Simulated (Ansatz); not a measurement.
# CH3N2 (doublet): from Hartree-Fock to the top rungs at distance N1–H4 along a hydrogen transfer = 1.601 Å, cc-pVDZ

The task here is to estimate one member of a computed series from the others.

Method: cc-pVDZ, core rule «outside noble gas», up to 3 orbitals frozen; program: Ansatz 0.2.0, Gaussian basis.

To be run: UHF; CCSD(T) on ROHF; CCSD(T) on UHF; BCCD(T) on ROHF; CISD; CCSDT(Q) on ROHF; CCSDT(Q) on UHF; CASSCF and MRCISD+Q, 3 electrons in 3 orbitals; CASSCF and NEVPT2, 3 electrons in 3 orbitals.

### The geometry

The geometry derives from fragments relaxed apart (PBE0/def2-TZVP) and kept rigid, so it is no stationary point. A hydrogen atom is moved between rigid fragments.

6 atoms, charge 0, spin multiplicity 2.

Atoms are counted from 1 here; the program's logs count them from 0.

Bond lengths: N1–H2 1.012 Å, N1–H3 1.012 Å, H4–C6 1.090 Å, N5–C6 1.160 Å. Angles: H2–N1–H3 107.1°, H4–C6–N5 180.0°.

The first run:

Input file in.yaml:

```yaml
crystal:
  periodic: [false, false, false]
  atoms:
    - {symbol: N, position_ang: [-2.027420, -0.013242, -0.020610]}
    - {symbol: H, position_ang: [-2.324700, 0.954591, -0.020610]}
    - {symbol: H, position_ang: [-2.324699, -0.415542, 0.859649]}
    - {symbol: H, position_ang: [-0.426420, -0.013242, -0.020611]}
    - {symbol: N, position_ang: [1.823664, -0.013241, -0.020611]}
    - {symbol: C, position_ang: [0.663580, -0.013241, -0.020611]}
basis:
  gaussian: {orbitals: cc-pVDZ}
magnetization: {spin_polarized: true, initial_magnetization: 1}
hamiltonian: {xc: hf}
output: {orbitals: {seedname: orbitals}}
```

The run is started by

```
$ ansatz run in.yaml --threads 1 --pin off --events-out ev --progress --plain --max-ram 2816MiB --backend cpu
```

Steps of the session up to this table: UHF; CCSD(T) on ROHF; CCSD(T) on UHF; BCCD(T) on ROHF; CISD; CCSDT(Q) on ROHF; CCSDT(Q) on UHF; CASSCF and MRCISD+Q, 3 electrons in 3 orbitals; CASSCF and NEVPT2, 3 electrons in 3 orbitals.

One table of the session follows, with a row left open; its other results are not shown here.

| method | from UCCSDT(Q) (meV) |
| --- | --- |
| ROHF | +13155.1 |
| UHF | +13033.6 |
| RMP2 | +1207.5 |
| UMP2 | +1225.7 |
| CISD | +1924.4 |
| RCCSD | +486.8 |
| UCCSD | +484.8 |
| RCCSD(T) | +63.1 |
| UCCSD(T) | +63.2 |
| BCCD(T) | +63.2 |
| RCCSDT | ? |
| UCCSDT | +47.0 |
| RCCSDT(Q) | +1.4 |
| UCCSDT(Q) | 0 |
| CASSCF pair | +12392.3 |
| NEVPT2 pair | +1234.8 |
| MRCISD pair | +1711.4 |
| MRCISD+Q pair | +334.2 |

Estimate the missing values for RCCSDT.

As computed: from UCCSDT(Q) (meV): +47.6. In the column «from UCCSDT(Q) (meV)» it lies between UCCSDT (+47.0) and RCCSD(T) (+63.1).

Limits of these values: Restricted and unrestricted rows rest on different reference determinants; where their highest levels disagree by more than a few hundredths of an eV, they describe different states and don't form one ladder.
